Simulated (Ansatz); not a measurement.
**C$_{2}$H$_{3}$, doublet in 6-31G: errors against UCCSDTQ**

Geometry: MP2(full)/6-31G*, from the G2/97 set.

```yaml
atoms:
  - { symbol: C, position_ang: [0.0278, -0.6060, 0.0000] }
  - { symbol: C, position_ang: [0.0278, 0.6813, 0.0000] }
  - { symbol: H, position_ang: [-0.8987, -1.1815, 0.0000] }
  - { symbol: H, position_ang: [0.9472, -1.1843, 0.0000] }
  - { symbol: H, position_ang: [-0.7120, 1.4685, 0.0000] }
```

Basis 6-31G; Ansatz 0.2.0. Only valence electrons are correlated (noble-gas cores frozen), which leaves 11 electrons in 22 orbitals. Prefix R: restricted or restricted open-shell reference; prefix U: unrestricted. Active spaces: valence = (11e, 11o) chosen from the atoms' valence shells.

Full CI isn't at hand for all of this; UCCSDTQ serves as the reference, and is uncertain by about the last step of the cluster series. The frozen core follows each run's orbitals, which can shift R against U totals by a few meV.

Unrestricted rows (U) aren't spin-pure: their determinants' ⟨S²⟩ exceeds S(S+1) by up to 0.22, so they mix in states of higher spin. For open shells CISD and CISDTQ are restricted-active-space CI with the open shells as a complete middle space.

- UHF ⟨S²⟩: 0.973
- T1 diagnostic (RCCSD): 0.0222
- largest doubles amplitude (RCCSD): 0.151
- T1 diagnostic (UCCSD): 0.0442

| level | E − E(UCCSDTQ) (mEh) | share of correlation (%) | wall time |
| --- | --- | --- | --- |
| RHF | 192.54 | 0.00 | – |
| UHF | 184.18 | 4.34 | – |
| RMP2 | 33.73 | 82.48 | – |
| UMP2 | 40.63 | 78.90 | – |
| CISD | 18.63 | 90.32 | 0.54 s |
| RCCSD | 5.62 | 97.08 | – |
| UCCSD | 5.69 | 97.05 | – |
| RCCSD(T) | 0.80 | 99.59 | 0.74 s |
| UCCSD(T) | 1.16 | 99.40 | 0.76 s |
| BCCD(T) | 0.87 | 99.55 | 0.94 s |
| RCCSDT | 0.30 | 99.84 | – |
| UCCSDT | 0.30 | 99.85 | – |
| CISDTQ | 0.89 | 99.54 | 6 s (H100) |
| RCCSDT(Q) | -0.02 | 100.01 | 5.5 s |
| UCCSDT(Q) | -0.04 | 100.02 | 4.8 s |
| RCCSDTQ | 0.00 | 100.00 | 15 s (H100) |
| CASSCF (valence space) | 60.94 | 68.35 | – |
| NEVPT2 (valence space) | 13.56 | 92.96 | 6.5 s (H100) |
| MRCISD (valence space) | 2.20 | 98.86 | – |
| MRCISD+Q (valence space) | 0.60 | 99.69 | 12 s (H100) |

The correlation energy at UCCSDTQ, counted from RHF, is -5.239 eV. That run took 15 s on 5 threads of AMD EPYC 7R13 with a whole H100 80 GB, shared host.

Times hold each run's SCF and search for its determinant on a shared host, so for small cases they say little of a method's own cost; rows without a card ran on 1 thread of AMD EPYC 7R13.

Natural occupations of CASSCF (valence space) about the gap: 1.978 1.975 1.974 1.914 1.002 0.088 0.025 0.023 0.020 0.016; effectively unpaired electrons, Σ n²(2−n)², 1.07.

Atomization energy (electronic, same basis, no zero-point term; atoms at the same level, unrestricted beside the R rows where the molecule is a closed shell, with restricted open-shell steps beyond CCSDT(Q)) at UCCSDTQ: 1632.8 kJ/mol. Errors of other levels:

| level | error (kJ/mol) |
| --- | --- |
| RHF | -303.8 |
| UHF | -286.9 |
| RMP2 | -13.1 |
| UMP2 | -32.8 |
| CISD | -45.6 |
| RCCSD | -12.1 |
| UCCSD | -12.4 |
| RCCSD(T) | -1.2 |
| UCCSD(T) | -2.3 |
| BCCD(T) | -1.4 |
| RCCSDT | -0.7 |
| UCCSDT | -0.8 |
| CISDTQ | -2.2 |
| RCCSDT(Q) | 0.2 |
| UCCSDT(Q) | 0.1 |
| RCCSDTQ | 0.1 |
| CASSCF (valence space) | -56.3 |
| NEVPT2 (valence space) | 3.7 |
| MRCISD (valence space) | -5.1 |
| MRCISD+Q (valence space) | -2.0 |

This basis is far from its limit, so the value isn't to be set against a measured one. Truncated CI isn't size-consistent, which counts against it in atomization.
